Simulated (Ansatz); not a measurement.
Basis-set extrapolation for C3H8OS (`OCCCS`) (PBE0-D4/def2-TZVP geometry, frozen core, Ansatz 0.2.0). Multiplicity 1, RHF reference.

|  | def2-TZVPP | def2-QZVPP |
| --- | --- | --- |
| HF | -590.736760 | -590.757446 |
| MP2 correlation | -0.942930 | -1.011474 |
| CCSD(T) correlation | -1.034377 | not run |

Energies in hartree. Use E(X) = E(∞) + A·exp(−7.88·√X) for Hartree–Fock and E(X) = E(∞) + B·X^(−2.97) for correlation, with X = 3 and 4, and add CCSD(T) minus MP2 of the smaller set to the MP2 limit.

**Question.** What is the CCSD(T) energy at the basis-set limit?

**Answer.** HF limit: -590.757446 + (-0.020686) × 0.13774 = -590.76030. MP2 limit: -1.011474 + (-0.068544) × 0.74074 = -1.06225. Higher-order term: -1.034377 − (-0.942930) = -0.09145. Total: -591.91400 hartree, 375.1 kJ/mol below CCSD(T)/def2-TZVPP.
